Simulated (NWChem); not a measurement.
# A calculation on methanol (CH₄O)

```xyz
6

C      0.6125    -0.2314     0.0000
O     -0.6650     0.3583     0.0000
H      0.8066    -0.8558     0.8960
H      1.3548     0.5819     0.0000
H      0.8066    -0.8558    -0.8960
H     -1.3230    -0.3478     0.0000
```
Charge 0, spin multiplicity 1.

Program: NWChem. The geometry was optimised at B3LYP/def2-SVP, a minimum by its harmonic frequencies.

Symmetry labels belong to the abelian group Cs used in the runs, with the axes of the coordinates shown.

Problem. List the lowest 6 singlet excitations that TDA-PBE0/aug-cc-pVDZ gives, with oscillator strengths.

Solution. 
```
state  symmetry  energy (eV)  wavelength (nm)      f
-----  --------  -----------  ---------------  -----
1            a"         6.46              192  0.001
2            a"         7.27              171  0.033
3            a'         7.85              158  0.035
4            a"         7.97              156  0.009
5            a'         8.19              151  0.001
6            a"         8.78              141  0.001
```
